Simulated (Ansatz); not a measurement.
Reaction (SMILES): C=C=O + H+ → C(=[OH+])=C
B3LYP-D3(BJ)/def2-TZVP geometries, fixed; electronic energies without zero-point terms; positive where energy is released.

The proton affinity at MP2 with Ansatz (a first-principles code), in kcal/mol, split into its Hartree-Fock and correlation parts. Cores are frozen. The proton sits at the site shown, which need not be the one that binds it best. No added dispersion term, no relativity. Functions are those of the species that has most.

| basis | X | functions | Hartree-Fock | MP2 |
|---|---|---|---|---|
| aug-cc-pVDZ | 2 | 96 | 165.36 | 155.09 |
| aug-cc-pVTZ | 3 | 207 | 166.47 | 155.96 |
| aug-cc-pVQZ | 4 | 378 | 166.53 | 155.78 |

Worked estimate of the basis-set limit from each neighbouring pair, with Hartree-Fock from the larger set and the correlation part extrapolated as X^-3.
Correlation parts: X = 2: -10.27, X = 3: -10.51, X = 4: -10.75.
- (2,3): (27·(-10.51) - 8·(-10.27))/19 = -10.61; with Hartree-Fock 166.47 the estimate is 155.86 kcal/mol.
- (3,4): (64·(-10.75) - 27·(-10.51))/37 = -10.93; with Hartree-Fock 166.53 the estimate is 155.60 kcal/mol.
The last two estimates differ by 0.25 kcal/mol; the largest set lies 0.18 from the last. Over the last step Hartree-Fock moves by 0.06 and the correlation part by -0.24.
